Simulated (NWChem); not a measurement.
# CH6Si; SMILES C[SiH3]

All runs: NWChem. Pople sets run with spherical d functions. Each level has its own optimisation. Computed dipoles belong to the equilibrium geometry; the measured one is vibrationally averaged.

Measured dipole moment: 0.74 D (NIST CCCBDB, as tabulated in the package chemicals).

Question: Which of these levels lies farthest from the measured value, and how do the others fare: PBE0/3-21G; PBE0/STO-3G; PBE0/6-31+G*; PBE0/6-311++G**; PBE0/6-311G**; PBE0/6-31G*?

Answer: PBE0/STO-3G.
| level | dipole moment (D) | computed − measured |
|---|---|---|
| PBE0/STO-3G | 0.16 | -0.58 |
| PBE0/3-21G | 0.74 | 0.00 |
| PBE0/6-31G* | 0.85 | +0.11 |
| PBE0/6-31+G* | 0.79 | +0.05 |
| PBE0/6-311G** | 0.78 | +0.04 |
| PBE0/6-311++G** | 0.74 | 0.00 |
